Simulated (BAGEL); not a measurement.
**N2H3 (hydrazinyl radical) at ROHF/def2-TZVP (density fitting with cc-pvqz-jkfit)**

What is the energy change on altering one bond length of N2H3 (hydrazinyl radical) at ROHF/def2-TZVP (density fitting with cc-pvqz-jkfit)? 

Program for the calculation: BAGEL 1.2.2.

1 further run of the same task is left out (set aside as unsound or not needed). Runs told in other sessions of the task aren't counted.

## 1. The structure to begin with

The species is N2H3 (5 atoms), meant as a doublet with charge 0. As SMILES, `[NH]N`. The shape is that of a PBE0-D4/def2-TZVP optimisation. This is one conformer, not always the lowest.

Bond lengths: N1–N2 1.338 Å, N1–H3 1.021 Å, N2–H4 1.008 Å, N2–H5 1.012 Å. Angles: N1–N2–H4 113.9°, N1–N2–H5 120.9°, N2–N1–H3 106.1°, H4–N2–H5 114.6°.

## 2. A single-point energy at ROHF/def2-TZVP (density fitting with cc-pvqz-jkfit)

hf.json

```json
{ "bagel" : [

{
  "title" : "molecule",
  "basis" : "def2-tzvp.json",
  "df_basis" : "cc-pvqz-jkfit",
  "angstrom" : "true",
  "geometry" : [
    { "atom" : "N", "xyz" : [   -0.187600,   -0.818050,    0.454040 ] },
    { "atom" : "N", "xyz" : [   -0.128660,    0.235610,   -0.368450 ] },
    { "atom" : "H", "xyz" : [    0.759840,   -0.951450,    0.811270 ] },
    { "atom" : "H", "xyz" : [   -1.030950,    0.592300,   -0.640030 ] },
    { "atom" : "H", "xyz" : [    0.587360,    0.941580,   -0.256830 ] }
  ]
},
{
  "title" : "rohf",
  "nopen" : 1
},
{
  "title" : "print",
  "file" : "orbitals.molden",
  "orbitals" : "true"
}

]}
```

The basis set def2-TZVP is read from a file made from the Basis Set Exchange's data (not shown).

Started as:

```bash
BAGEL_NUM_THREADS=1 BAGEL hf.json > hf.out
```

Log:

```text
* using 1 threads per process

  ===============================================================
  ===============================================================

  *** Geometry ***

  { "atom" : "N", "xyz" : [     -0.354513,     -1.545890,      0.858011 ] },
  { "atom" : "N", "xyz" : [     -0.243132,      0.445238,     -0.696270 ] },
  { "atom" : "H", "xyz" : [      1.435889,     -1.797980,      1.533078 ] },
  { "atom" : "H", "xyz" : [     -1.948213,      1.119285,     -1.209481 ] },
  { "atom" : "H", "xyz" : [      1.109950,      1.779328,     -0.485338 ] },

  Number of auxiliary basis functions:      365

  Since a DF basis is specified, we compute 2- and 3-index integrals:
    o Being stored without compression. Storage requirement is 0.019 GB

  Number of basis functions:       80
  Number of electrons      :       17

    * METHOD: MOLECULE                             0.10

  *** Open-shell HF ***

  === Nuclear Repulsion ===
    36.7279946837

      * DIIS with orbital gradients will be used.

  === ROHF iteration (def2-tzvp.json) ===
      0       -110.51584286          0.04154577           0.03
      1       -110.59237629          0.01941815           0.03
      2       -110.60864267          0.00985861           0.03
      3       -110.61436483          0.00200268           0.03
      4       -110.61568149          0.00106917           0.03
      5       -110.61635082          0.00080711           0.03
      6       -110.61659486          0.00013267           0.03
      7       -110.61683110          0.00005758           0.03
      8       -110.61683565          0.00002948           0.03
      9       -110.61683630          0.00001777           0.03
     10       -110.61684174          0.00001178           0.03
     11       -110.61684149          0.00000663           0.03
     12       -110.61684313          0.00000187           0.03
     13       -110.61684262          0.00000076           0.03
     14       -110.61684235          0.00000031           0.03
     15       -110.61684233          0.00000014           0.03
     16       -110.61684233          0.00000005           0.03
     17       -110.61684233          0.00000002           0.03
     18       -110.61684234          0.00000001           0.03
    * SCF iteration converged.

    * S^2 (ROHF) is 0.7500

    * Permanent dipole moment:
           (   -0.483099,    -0.811517,     0.013903) a.u.

    * METHOD: ROHF                                 0.63

    * METHOD: PRINT                                0.01

  ===============================================================
```

Wall time 0.87 s (1 thread of Arm Neoverse V2, shared host).

## 3. The distorted shape at the same level

hf.json

```json
{ "bagel": [

{
  "title": "molecule",
  "basis": "def2-tzvp.json",
  "df_basis": "cc-pvqz-jkfit",
  "angstrom": true,
  "geometry": [
    { "atom": "N", "xyz": [   -0.205284,   -1.134179,    0.700811 ] },
    { "atom": "N", "xyz": [   -0.128660,    0.235610,   -0.368450 ] },
    { "atom": "H", "xyz": [    0.742156,   -1.267579,    1.058041 ] },
    { "atom": "H", "xyz": [   -1.030950,    0.592300,   -0.640030 ] },
    { "atom": "H", "xyz": [    0.587360,    0.941580,   -0.256830 ] }
  ]
},
{ "title": "rohf", "nopen": 1 },
{ "title": "print", "file": "orbitals.molden", "orbitals": true }

]}
```

The basis set def2-TZVP is read from a file made from the Basis Set Exchange's data (not shown).

Started as:

```bash
BAGEL_NUM_THREADS=1 BAGEL hf.json > hf.out
```

Log:

```text
* using 1 threads per process

  ===============================================================
  ===============================================================

  *** Geometry ***

  { "atom" : "N", "xyz" : [     -0.387931,     -2.143288,      1.324341 ] },
  { "atom" : "N", "xyz" : [     -0.243132,      0.445238,     -0.696270 ] },
  { "atom" : "H", "xyz" : [      1.402472,     -2.395377,      1.999408 ] },
  { "atom" : "H", "xyz" : [     -1.948213,      1.119285,     -1.209481 ] },
  { "atom" : "H", "xyz" : [      1.109950,      1.779328,     -0.485338 ] },

  Number of auxiliary basis functions:      365

  Since a DF basis is specified, we compute 2- and 3-index integrals:
    o Being stored without compression. Storage requirement is 0.019 GB

  Number of basis functions:       80
  Number of electrons      :       17

    * METHOD: MOLECULE                             0.10

  *** Open-shell HF ***

  === Nuclear Repulsion ===
    31.3250021856

      * DIIS with orbital gradients will be used.

  === ROHF iteration (def2-tzvp.json) ===
      0       -110.45536644          0.03592779           0.03
      1       -110.51891536          0.01630073           0.03
      2       -110.53323130          0.01205866           0.03
      3       -110.54253942          0.00274212           0.03
      4       -110.54518316          0.00217304           0.03
      5       -110.54706192          0.00086775           0.03
      6       -110.54756171          0.00022834           0.03
      7       -110.54769312          0.00010864           0.03
      8       -110.54771354          0.00006900           0.03
      9       -110.54770723          0.00004647           0.03
     10       -110.54771123          0.00002660           0.03
     11       -110.54771215          0.00001257           0.03
     12       -110.54771465          0.00000537           0.03
     13       -110.54771412          0.00000337           0.03
     14       -110.54771403          0.00000205           0.03
     15       -110.54771397          0.00000099           0.03
     16       -110.54771399          0.00000043           0.03
     17       -110.54771402          0.00000025           0.03
     18       -110.54771403          0.00000016           0.03
     19       -110.54771403          0.00000011           0.03
     20       -110.54771403          0.00000008           0.03
     21       -110.54771403          0.00000006           0.03
     22       -110.54771403          0.00000004           0.03
     23       -110.54771403          0.00000002           0.03
     24       -110.54771403          0.00000001           0.03
     25       -110.54771403          0.00000001           0.03
    * SCF iteration converged.

    * S^2 (ROHF) is 0.7500

    * Permanent dipole moment:
           (   -0.480239,    -0.508808,    -0.245109) a.u.

    * METHOD: ROHF                                 0.84

    * METHOD: PRINT                                0.01

  ===============================================================
```

Run time: 1.1 s. Hardware: 1 thread of Arm Neoverse V2, shared host.

## 4. Summary of results

At ROHF/def2-TZVP (density fitting with cc-pvqz-jkfit):

| quantity | value |
| --- | --- |
| first shape: total energy | -110.61684 Eh |
| first shape: dipole moment | 2.40 D |
| first shape: ⟨S²⟩ | 0.750 |
| distorted shape: total energy | -110.54771 Eh |
| distorted shape: dipole moment | 1.88 D |
| distorted shape: ⟨S²⟩ | 0.750 |
| energy change with the N1–N2 bond stretched from 1.338 to 1.739 Å | 1.881 eV |

**Reading.** With the N1–N2 bond stretched from 1.338 to 1.739 Å the energy rises by 1.88 eV (181 kJ/mol). The first shape isn't relaxed at this level, so the change isn't measured from a minimum.
